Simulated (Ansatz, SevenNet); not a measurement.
**hcp Tc: properties by level of theory**

Reference values: lattice constant a 2.741 Å (measured, 293 K, no zero-point or thermal correction; as tabulated in Wikipedia's data pages); lattice parameter c 4.399 Å (measured, 293 K, no zero-point or thermal correction; as tabulated in Wikipedia's data pages).

```json
[
 {"level (code)": "SevenNet-0 (SevenNet)", "lattice constant a (Å)": "2.766", "c axis length (Å)": "4.407"},
 {"level (code)": "SevenNet-l3i5 (SevenNet)", "lattice constant a (Å)": "2.761", "c axis length (Å)": "4.424"},
 {"level (code)": "PBE (Ansatz)", "lattice constant a (Å)": "2.752", "c axis length (Å)": "4.403"},
 {"level (code)": "r²SCAN (Ansatz)", "lattice constant a (Å)": "?", "c axis length (Å)": "?"},
 {"level (code)": "HSE06 (Ansatz)", "lattice constant a (Å)": "?", "c axis length (Å)": "?"}
]
```

Q: Complete the blanks.

A: 
- r²SCAN (Ansatz, a quantum-chemistry and plane-wave program), lattice constant a (Å): 2.736
- r²SCAN (Ansatz), c axis length (Å): 4.382
- HSE06 (Ansatz), lattice constant a (Å): 2.718
- HSE06 (Ansatz), c axis length (Å): 4.350

Differences from the reference values (errors of the level alone only where the reference is corrected to a static lattice):

```
level          lattice constant a (%)  lattice parameter c (%)
-------------  ----------------------  -----------------------
SevenNet-0                      +0.91                    +0.18
SevenNet-l3i5                   +0.73                    +0.57
PBE                             +0.40                    +0.09
r²SCAN                          -0.18                    -0.39
HSE06                           -0.84                    -1.11
```

Nearest: lattice constant a, not ranked (reference at room or unstated temperature); lattice parameter c, not ranked (reference at room or unstated temperature).

Machine-learned potentials (SevenNet-0, SevenNet-l3i5) are trained on DFT data, which may include these solids.

Ansatz's density-functional and Hartree–Fock values are scalar-relativistic unless marked +SOC, with PAW data made under PBE.

Differences are worked out from the printed values.

Computed values are for the static lattice.
